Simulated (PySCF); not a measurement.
# Gas-phase XPS of ethene, computed

Compound: ethene, C₂H₄.
Geometry (GFN2-xTB, Å), atoms numbered from 1 in this order:
```xyz
6
C2H4 angstrom
C      0.6438    0.1326   -0.0483
C     -0.6427   -0.1323    0.0412
H      1.0177    1.1431   -0.0770
H      1.3859   -0.6476   -0.0978
H     -1.3840    0.6485    0.0902
H     -1.0175   -1.1423    0.0700
```

Method used: delta-SCF UKS SCAN, pcX-2 on the ionised atom, pcseg-1 elsewhere, spin-free X2C (PySCF 2.14.0). These are vertical core ionisation energies against the vacuum level, from separate self-consistent calculations with and without the core hole.

Problem. List the computed XPS lines with their assignment.

Solution. 
```csv
atom(s),environment,level,binding energy (eV),count
C1/C2,terminal =CH2 carbon,C 1s,290.67,2
```

Problem. Which photon energy gives electrons from C 1s of C1/C2 a kinetic energy of 150 eV, and what is their de Broglie wavelength?

Solution. hν = 290.67 + 150 = 440.67 eV, recoil neglected; λ = 12.264 Å/√(E/eV) = 1.00 Å.

Problem. Which photon wavelength matches the C 1s of C1/C2 threshold?

Solution. λ = hc/E = 12398.42 eV Å / 290.67 eV = 42.655 Å.

The first atom of each set that the bonding makes equivalent was ionised and stands for the set. Geometry: GFN2-xTB; no solvent, vibrations or thermal averaging.

On x86-64 server, one thread, no GPU (shared host), this took 1.6 s.
